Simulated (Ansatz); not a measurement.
## A barrier at the coupled-cluster level

Start structure (AlH₂F, closed shell), relaxed at PBE0-D4/def2-TZVP:

Al1  (-0.026, -0.046, 0.015)
F2  (0.761, 1.336, -0.425)
H3  (0.081, -1.273, -0.968)
H4  (-0.815, -0.017, 1.378)
(Å)

The step: AlH₂F ([F][AlH2]) → AlH + HF; bonds formed: F2–H3; bonds broken: Al1–F2, Al1–H3. Ansatz 0.2.0; basis: def2-TZVPP and def2-QZVPP; cores frozen in the correlated methods. Extrapolation: Hartree–Fock as exp(−7.88 √X), correlation as X^−2.97. Energies below are by CCSD(T) at an estimated basis limit (MP2 extrapolated from triple and quadruple zeta, plus CCSD(T) − MP2 in triple zeta).

Question: What are the electronic barrier and the energy of the step, from the start structure to the end structure? (Judge from chemistry; the value comes from the calculation.)

Answer: By the calculation: Barrier 83.36 kcal/mol; step energy 69.53 kcal/mol (uphill); reverse barrier, their difference, 13.83 kcal/mol. Barrier and step energy count from the start structure, the reverse barrier from the end structure.

The saddle point: One imaginary mode of 1254i cm⁻¹.
| pair | start (Å) | saddle (Å) | end (Å) |
| --- | --- | --- | --- |
| F2–H3 | 2.75 | 1.18 | 0.93 |
| Al1–F2 | 1.65 | 1.93 | 2.48 |
| Al1–H3 | 1.58 | 1.74 | 2.75 |

Zero-point energy (harmonic, PBE0-D4): ZPE is 9.61 kcal/mol at the start and 7.24 kcal/mol at the saddle, so the barrier goes from 83.36 to 80.98 kcal/mol.

First-order rate constant out of the start structure at 298 K by transition-state theory, with harmonic vibrational free energies alone and no tunnelling: ΔA‡ = 80.91 kcal/mol, so k = (kB T/h) exp(−ΔA‡/kB T) ≈ 10^-47 s⁻¹ (an order of magnitude at best: rotation, the number of equivalent paths and anharmonicity are left out).

No T1 diagnostic of these runs exceeds 0.019. The restricted Hartree–Fock reference is unstable towards an unrestricted one at one or more of these structures.

Labels in which every atom is bracketed show which atoms are joined, not bond orders.

For scale, one of the runs: CCSD(T)/def2-TZVPP, 101 basis functions, launched by `ansatz run in.yaml --threads 2 --pin off --events-out ev --progress --plain --max-ram 4352MiB`. Hardware: 2 CPU threads of an Arm Neoverse V2, shared host. Wall time about 1.4 s.
